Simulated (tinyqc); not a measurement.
Orbital energy against energy difference: ionisation energy by orbital energies and by energy differences in the cc-pvdz basis, for H2O, spin multiplicity 1. Computed by the program tinyqc with PySCF. The cation is unrestricted; errors are against CCSD(T) in this basis, not against experiment.

Geometry (angstrom):

| atom | x | y | z |
|---|---|---|---|
| O | 0.0000 | 0.0000 | 0.0000 |
| H | 0.0000 | 0.7430 | 0.5420 |
| H | 0.0000 | -0.8020 | 0.5850 |

CCSD(T) difference in the same basis = 11.9381 eV

IP-EOM-CCSD = 11.7773 eV

First vertical ionisation energy (eV):

| method | -e(HOMO) | E(cation) - E | error of -e(HOMO) | error of the difference |
|---|---|---|---|---|
| HF | 13.393 | 10.72381 | 1.455 | -1.214 |
| LDA | 6.187 | 12.61853 | -5.751 | 0.680 |
| PBE | 6.099 | 12.27442 | -5.839 | 0.336 |
| B3LYP | 7.816 | 12.30571 | -4.122 | 0.368 |
| PBE0 | 8.184 | 12.18770 | -3.754 | 0.250 |
| CAM-B3LYP | 9.709 | 12.29651 | -2.229 | 0.358 |
| LC-wPBE | 11.179 | 12.34765 | -0.759 | 0.410 |

What does the comparison show, and why?

Koopmans errs by +1.45 eV and Delta-HF by -1.21 eV: relaxation, 2.67 eV, lowers the value and the missing correlation difference works against it. The PBE level is off by -5.8 eV through the wrong tail of its potential, though its energy difference is off by +0.34 eV; exact exchange deepens the level, and among the orbital energies LC-wPBE comes closest; among the differences PBE0 does.
